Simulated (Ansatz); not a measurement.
# CH7Al: the cost of one run

Program: Ansatz 0.2.0. Level of theory: UKS PBE-D4/def2-SVP. These are calculated values, not measurements.

**1. The system as given**

Bond lengths: Al1–C2 2.288 Å, Al1–H3 1.541 Å, Al1–H4 1.541 Å, Al1–H5 1.761 Å, C2–H7 1.092 Å, C2–H8 1.092 Å, C2–H9 1.112 Å. Angles: Al1–C2–H7 125.2°, Al1–C2–H8 123.1°, Al1–C2–H9 82.5°, H7–C2–H8 107.6°, H7–C2–H9 104.8°, H8–C2–H9 104.8°, C2–Al1–H3 114.8°, C2–Al1–H4 116.7°, C2–Al1–H5 37.8°, H3–Al1–H4 115.9°, H3–Al1–H5 121.7°, H4–Al1–H5 122.3°.

As a file:

```xyz
9

Al   -0.7055    0.0764   -1.0125
C     0.5544   -0.3260    0.8543
H    -0.0881   -0.4323   -2.3296
H    -2.2293   -0.1002   -0.8700
H     0.2661    0.8873    0.2115
H     0.0712    1.7499   -0.2376
H     0.2396   -0.1280    1.8812
H     1.6463   -0.3508    0.8428
H     0.2452   -1.3762    0.6599
```

**2. Run 1**

150 steps of 0.5 fs at constant energy, with velocities drawn for 1000 K.

input.yaml

```yaml
crystal:
  periodic: [false, false, false]
  atoms:
    - { symbol: Al, position_ang: [-0.7055, 0.0764, -1.0125] }
    - { symbol: C, position_ang: [0.5544, -0.326, 0.8543] }
    - { symbol: H, position_ang: [-0.0881, -0.4323, -2.3296] }
    - { symbol: H, position_ang: [-2.2293, -0.1002, -0.87] }
    - { symbol: H, position_ang: [0.2661, 0.8873, 0.2115] }
    - { symbol: H, position_ang: [0.0712, 1.7499, -0.2376] }
    - { symbol: H, position_ang: [0.2396, -0.128, 1.8812] }
    - { symbol: H, position_ang: [1.6463, -0.3508, 0.8428] }
    - { symbol: H, position_ang: [0.2452, -1.3762, 0.6599] }
magnetization:
  spin_polarized: true
basis:
  gaussian: { orbitals: def2-SVP }
hamiltonian:
  xc: pbe
  dispersion: d4
md:
  timestep: 0.5
  n_steps: 150
  ensemble: nve
  temperature: 1000.0
  initial_velocities: maxwell_boltzmann
  seed: 140483
```

Launch:

```sh
ansatz run input.yaml --threads 1 --pin off --max-ram 2048MiB --backend cpu --events-out ev --progress --plain --runs-dir out
```

Q: Estimate wall time and peak memory on 1 thread of Intel Xeon 6975P-C (Granite Rapids), shared host.

About 3 min, with a peak of 0.16 GiB.
